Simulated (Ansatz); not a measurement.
Results of G0W0@HSE06 in Ansatz (plane waves, hard PAW, contour deformation) for diamond.

The cell has the measured lattice parameters. Conventional cell: a = 3.5670 Å, b = 3.5670 Å, c = 3.5670 Å, α = 90.00°, β = 90.00°, γ = 90.00°.

One run with a 16×16×16 mesh, response cutoff 100 eV and 47 empty bands, not extrapolated in mesh or basis; no spin–orbit coupling.

Highest filled and lowest empty level by k point (fractions of the reciprocal vectors of the cell (0.000 1.784 1.784) (1.784 0.000 1.784) (1.784 1.784 0.000) Å; eV from the valence maximum of each method):

| k | HSE06 filled | HSE06 empty | QP filled | QP empty |
|---|---|---|---|---|
| 0 0 0 | 0.00 | 6.98 | 0.00 | 7.62 |
| 0 0.0625 0.375 | -2.77 | 9.35 | (withheld) | (withheld) |
| 0 0.125 -0.312 | -2.64 | 10.01 | (withheld) | (withheld) |
| 0 0.188 -0.312 | -3.26 | 9.45 | (withheld) | (withheld) |
| 0 0.438 -0.5 | -6.76 | 5.86 | (withheld) | (withheld) |
| 0.0625 0.188 -0.125 | -1.67 | 8.28 | (withheld) | (withheld) |
| 0.0625 0.25 0.312 | -3.77 | 6.32 | (withheld) | (withheld) |
| 0.125 0.312 -0.312 | -5.76 | 9.80 | (withheld) | (withheld) |

Task: What belongs in the gaps?

Result: 
- 0 0.0625 0.375, QP filled: -2.81
- 0 0.0625 0.375, QP empty: 9.92
- 0 0.125 -0.312, QP filled: -2.67
- 0 0.125 -0.312, QP empty: 10.54
- 0 0.188 -0.312, QP filled: -3.30
- 0 0.188 -0.312, QP empty: 9.91
- 0 0.438 -0.5, QP filled: -6.84
- 0 0.438 -0.5, QP empty: 6.18
- 0.0625 0.188 -0.125, QP filled: -1.70
- 0.0625 0.188 -0.125, QP empty: 8.87
- 0.0625 0.25 0.312, QP filled: -3.83
- 0.0625 0.25 0.312, QP empty: 6.80
- 0.125 0.312 -0.312, QP filled: -5.85
- 0.125 0.312 -0.312, QP empty: 10.22

Note: GW on a hybrid start was not checked against another program; cell and atoms aren't relaxed at this level.

Ansatz is a first-principles code.
